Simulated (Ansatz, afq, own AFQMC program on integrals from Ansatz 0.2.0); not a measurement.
## Where AFQMC and coupled cluster stand for CH₃B, triplet

```xyz
5

C    -0.3524    0.3308   -0.3022
B    -0.1201   -1.0057    0.4359
H    -1.1308    0.8038    0.3342
H     0.5076    1.0222   -0.3117
H    -0.7841    0.2443   -1.3141
```

Connectivity, by distances: CH3–B.

Basis def2-TZVP. Only valence electrons are correlated. Ansatz 0.2.0 and our own AFQMC program on the same integrals; the CISD trial comes from CCSD amplitudes, and released means the phaseless constraint is let go. Error bars are statistical, one sigma.

Determinant: UHF, the one that the program's search chose, which needn't be the lowest solution. The geometry is a PBE0/def2-SVP stationary point of this or a neighbouring charge and spin state.

No full CI on the walks' own integrals is used here; CCSDT(Q) serves as the reference and is uncertain by about the last step of the cluster series.

- T1 diagnostic: 0.0159
- weight of the determinant in the CISD state: 0.904
- ⟨S²⟩ of the determinant: 2.004
- size of the correlated space: 10 electrons in 78 orbitals

Reference: CCSDT(Q), correlation energy -6.862 eV. The released energy is read at 0.99 1/Eh, later times being too noisy (meV from the phaseless value at times in 1/Eh: -1.1 ± 1.7 at 0.24, -2 ± 5 at 0.51, -3.8 ± 2.1 at 0.99, 11 ± 15 at 1.62, 11 ± 14 at 2.40).

```csv
level,E − E(reference) (mEh),share of correlation (%)
HF,252.16,0.00
MP2,35.50,85.92
CCSD,9.73,96.14
CCSD(T),1.09,99.57
CCSDT,0.32,99.87
ph-AFQMC/CISD,0.18 ± 0.09,99.93
released AFQMC,0.05 ± 0.08,99.98
```

Released energies are given only where the last usable release times agree within the noise; a slower fall can still hide under it.
